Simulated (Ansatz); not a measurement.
Input file:

```yaml
crystal:
  periodic: [false, false, false]
  atoms:
    - {symbol: C, position_ang: [0.000000, 0.000000, 0.000000]}
    - {symbol: C, position_ang: [0.000000, 0.000000, 1.301443]}
basis:
  gaussian: {orbitals: 6-31G}
magnetization: {spin_polarized: false, initial_magnetization: 2}
correlation: {method: ccsdtq, electrons: outside_noble_gas}
```

```sh
$ ansatz run in.yaml --threads 1 --pin off --events-out ev --progress --plain --max-ram 2393MiB
```

The program prints:

```
404 factors; integrals over basis functions are off by at most 3.6e-8 eV
mean field evaluation 1: about -2052.3576 eV, gradient 6.8e0 eV
mean field evaluation 2: about -2052.3655 eV, gradient 6.8e0 eV
mean field evaluation 4: about -2052.6412 eV, gradient 4.7e-1 eV
mean field evaluation 8: about -2052.6428 eV, gradient 7.5e-3 eV
mean field evaluation 16: about -2052.6428 eV, gradient 1.1e-5 eV
mean field evaluation 32: about -2052.8969 eV, gradient 1.8e-6 eV
mean field evaluation 64: about -2052.7748 eV, gradient 2.9e-2 eV
mean field evaluation 96: about -2052.7661 eV, gradient 6.4e-1 eV
mean field evaluation 128: about -2048.5008 eV, gradient 3.3e1 eV
mean field evaluation 160: about -2051.4817 eV, gradient 1.9e0 eV
...
cycle  11  -5.15204327 eV  change   -1.7e-4 eV  update   1.6e-4
cycle  12  -5.15212261 eV  change   -7.9e-5 eV  update   4.7e-5
cycle  13  -5.15214307 eV  change   -2.0e-5 eV  update   2.5e-5
cycle  14  -5.15211046 eV  change    3.3e-5 eV  update   1.5e-5
cycle  15  -5.15209802 eV  change    1.2e-5 eV  update   7.8e-6
cycle  16  -5.15209003 eV  change    8.0e-6 eV  update   3.1e-6
cycle  17  -5.15208840 eV  change    1.6e-6 eV  update   1.6e-6
cycle  18  -5.15208762 eV  change    7.7e-7 eV  update   7.0e-7
cycle  19  -5.15208696 eV  change    6.7e-7 eV  update   2.3e-7
cycle  20  -5.15208679 eV  change    1.7e-7 eV  update   9.2e-8
WARN: these amplitudes may be one of several solutions (largest doubles amplitude 0.17, level shift 1.48 eV)
Total energy: -2057.79491424 eV, -75.6225682749 hartree
```

For the same geometry and basis full CI lies 6.2 meV lower.

Ran on 1 thread of Arm Neoverse N1, shared host: 34 s wall, 0.23 GiB peak host memory.
